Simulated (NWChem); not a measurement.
System: SiCl₄; SMILES Cl[Si](Cl)(Cl)Cl

Problem. Give the equilibrium geometry at PBE0/def2-SVP (NWChem) as a Z-matrix, with the point group.

Solution. point group Td; any orientation.
```
Si
Cl 1 2.0356
Cl 1 2.0356 2 109.47
Cl 1 2.0356 2 109.47 3 -120.00
Cl 1 2.0356 2 109.47 4 -120.00
```
